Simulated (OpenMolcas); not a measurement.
# Potential curves of AlC⁺: spin-free states

Calculated with OpenMolcas 26.06: state-averaged CASSCF(6,8) over Al 3s 3p, C 2s 2p, XMS-CASPT2 (IPEA 0.25, imaginary shift 0.2 hartree), scalar X2C, ANO-RCC-VTZP, then RASSI spin–orbit state interaction with atomic mean-field integrals. C2 symmetry about the axis (a holds Σ, Δ, Γ; b holds Π, Φ, H; Σ⁺ and Σ⁻ are not told apart); roots by multiplicity and irrep: 3a 6, 3b 6, 5a 1, 1a 5, 1b 4.

XMS-CASPT2 energies in eV from the lowest point. Curves are followed by energy order within each symmetry, so they are adiabatic and may change character at avoided crossings; Σ⁺ and Σ⁻ are counted together.

```tsv
R (Å)	(1)3Σ	(1)3Π	(1)5Σ	(1)1Δ	(1)1Π
1.602	1.369	3.388	1.950	2.591	3.847
1.695	0.615	2.364	1.288	1.805	2.812
1.779	0.236	1.665	1.009	1.408	2.160
1.863	0.053	1.183	0.940	1.214	1.724
1.956	0.000	0.821	1.033	1.156	1.425
2.049	0.042	0.601	1.244	1.204	1.263
2.180	0.177	0.423	1.655	1.353	1.187
2.347	0.362	0.320	2.264	1.574	1.237
2.608	0.555	0.290	3.178	1.788	1.366
```

Q: With masses 26.982 and 12.000 u, fit the curves (1)3Σ, (1)5Σ, (1)1Δ near their minima.

A: At XMS-CASPT2, Te from the lowest curve (the fit fixes ωe to a per cent or two; the method's Re and ωe can be off by some per cent):

```json
{"curve": "(1)3Σ", "Te (cm⁻¹)": "0", "Re (Å)": "1.953", "ωe (cm⁻¹)": "601.0"}
{"curve": "(1)5Σ", "Te (cm⁻¹)": "7580", "Re (Å)": "1.856", "ωe (cm⁻¹)": "835.9"}
{"curve": "(1)1Δ", "Te (cm⁻¹)": "9330", "Re (Å)": "1.952", "ωe (cm⁻¹)": "629.3"}
```

The 5 lowest clean curves are shown; the next is (2)3Σ, from 2.75 eV. Left out for impure symmetry, kinks or missing points, though low: (1)1Σ, (2)1Σ. Only roots inside an energy window near the equilibrium distance were included, so the list of states is not complete; labels number the states computed. Each spin and symmetry block has orbitals of its own, averaged over its own roots, so gaps between blocks are less sure than gaps within one and near the minimum can be off by tenths of an eV, in bad cases by more. No Rydberg orbitals are active, so Rydberg states, and σ→σ* states whose orbital the CASSCF left unused, can be missing between those listed. CASPT2 splits the two components of degenerate states numerically, here by up to 48 cm⁻¹. No roots were computed in block 5b (none fell in the window or the block failed), so states of that kind are missing and can lie low or lowest. Points that failed a check (symmetry, reference weights, a jump) are left out.
